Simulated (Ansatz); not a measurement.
## How far each method lies from full CI for HBAl, quartet

Geometry: a point of a stretch scan, not a stationary point.

```xyz
3

B     0.0000    0.0000    0.1280
Al    0.0000    0.0000   -1.4410
H     0.0000    0.0000    1.3131
```

Basis 6-31G; Ansatz 0.2.0. Correlated methods freeze the noble-gas cores, which leaves 7 electrons in 18 orbitals. Prefix R: restricted or restricted open-shell reference; prefix U: unrestricted. Active spaces: pair = (5e, 5o) about the gap; valence = (7e, 9o) chosen from the atoms' valence shells.

Full CI is exact within this basis and frozen core; it isn't the basis-set limit. The frozen core follows each run's orbitals, which can shift R against U totals by a few meV.

For open shells CISD and CISDTQ are restricted-active-space CI with the open shells as a complete middle space.

The UHF ⟨S²⟩ is 3.757, the T1 diagnostic (RCCSD) is 0.0254 and the largest doubles amplitude (RCCSD) is 0.069. The T1 diagnostic (UCCSD) is 0.0209.

```csv
level,E − E(full CI) (mEh),share of correlation (%),wall time
RHF,80.95,0.00,–
UHF,79.01,2.40,–
RMP2,21.76,73.12,–
UMP2,21.29,73.71,–
CISD,4.43,94.53,0.79 s
RCCSD,2.64,96.73,–
UCCSD,2.59,96.80,–
RCCSD(T),0.79,99.02,0.61 s
UCCSD(T),0.77,99.05,0.58 s
BCCD(T),0.83,98.97,0.48 s
RCCSDT,0.17,99.79,–
UCCSDT,0.16,99.81,–
CISDTQ,0.07,99.92,5.5 s
RCCSDT(Q),0.03,99.96,2 s
UCCSDT(Q),0.01,99.98,1.9 s
RCCSDTQ,0.01,99.99,12 s
UCCSDTQ,-0.01,100.01,12 s
CASSCF (pair space),66.13,18.31,–
MRCISD (pair space),4.35,94.63,–
MRCISD+Q (pair space),0.60,99.26,1.4 s
CASSCF (valence space),21.70,73.20,–
NEVPT2 (valence space),6.50,91.97,2.5 s
MRCISD (valence space),0.58,99.28,–
MRCISD+Q (valence space),0.23,99.71,3.9 s
```

The correlation energy at full CI, counted from RHF, is -2.203 eV. That run took 3.9 s on 1 thread of Arm Neoverse V1, shared host over 331,072 determinants.

Times hold each run's SCF and search for its determinant on a shared host, so for small cases they say little of a method's own cost; they ran on 1 thread of Arm Neoverse V1.

The full-CI state has the irrep A2 of C2v, in the program's axes (one component, if the state is degenerate).

Natural occupations of full CI about the gap: 1.965 1.951 0.997 0.983 0.983 0.029 0.029 0.024 0.017 0.007; effectively unpaired electrons, Σ n²(2−n)², 3.02.
